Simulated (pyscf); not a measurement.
`[CH3][I]` + `[H]` [doublet] -> `[CH2][I]` [doublet] + `[H][H]`, a hydrogen abstraction (doublet surface; C–H broken, H–H formed). Structures and frequencies: ωB97X-D3(BJ)/def2-SVP in PySCF. Energies in kcal/mol from the separated reactants.

Small-basis levels: PySCF, no dispersion term, spherical d functions. AM1 to PM7: differences of heats of formation from MOPAC, which are fitted to 298 K values and so differ in kind from electronic energies by zero-point and thermal terms. GFN2-xTB: tblite. Open shells are spin-unrestricted. 

| level | barrier | reaction energy |
|---|---|---|
| MP2/6-31G*+LANL2DZ | 24.1 | +9.4 |
| BP86/6-31G*+LANL2DZ | 5.0 | -0.9 |
| B3LYP/6-311+G**+LANL2DZ | 8.0 | -2.7 |
| PBE/def2-SVP | 6.7 | +1.9 |
| GFN2-xTB | 15.6 | +20.5 |
| AM1 | -1.2 | -21.1 |
| PM3 | -11.6 | -27.2 |
| PM6 | -15.8 | -40.5 |
| PM7 | -17.6 | -45.3 |
| ωB97M-D3(BJ)/def2-TZVP | 12.4 | +0.1 |

Against the last row the barrier runs from -30.1 (PM7) to +11.6 kcal/mol (MP2/6-31G*+LANL2DZ). At GFN2-xTB, AM1, PM3, PM6, PM7 this geometry lies under one side, so the entry may be no barrier of that level: it is a single point on another level's saddle. ωB97M-D3(BJ)/def2-TZVP has limits of its own. One saddle was located; it need not be the lowest between these sides. The angle at the transferred H is 177°. In the def2 sets elements past Kr carry core potentials, without spin-orbit coupling.
